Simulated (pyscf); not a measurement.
Structures and frequencies: ωB97X-D3(BJ)/def2-SVP in PySCF.

Problem. PBE/def2-TZVP puts the barrier of `[OH][SiH3]` + `[OH][GeH3]` → `[SiH3][O][GeH3]` + `[OH2]` (four-centre exchange; singlet surface; O–Si, H–O broken, O–Si, H–O formed) at 18.3 kcal/mol and the reaction energy at -2.1 kcal/mol, from the separated reactants. What do r²SCAN/def2-TZVP, PBE0-D3(BJ)/def2-TZVP, ωB97M-D3(BJ)/def2-TZVP give on the same structures?

Solution. r²SCAN: ΔE‡ = 18.8 kcal/mol, ΔE = -3.0 kcal/mol; PBE0-D3(BJ): ΔE‡ = 18.5 kcal/mol, ΔE = -3.5 kcal/mol; ωB97M-D3(BJ): ΔE‡ = 20.6 kcal/mol, ΔE = -3.3 kcal/mol. PBE's barrier matches one of them and lies within 2.2 kcal/mol of the others. Its reaction energy lies over all of them, by 0.9 to 1.4 kcal/mol. On the reactant side the descent ends in a complex, 5.3 kcal/mol under the separated species and 24.9 kcal/mol under the saddle at ωB97X-D3(BJ)/def2-TZVP. On the product side the descent ends in a complex, 4.5 kcal/mol under the separated species and 28.9 kcal/mol under the saddle at ωB97X-D3(BJ)/def2-TZVP. One saddle was located; it need not be the lowest between these sides. Elements up to Kr have no core potential and no relativistic terms here.
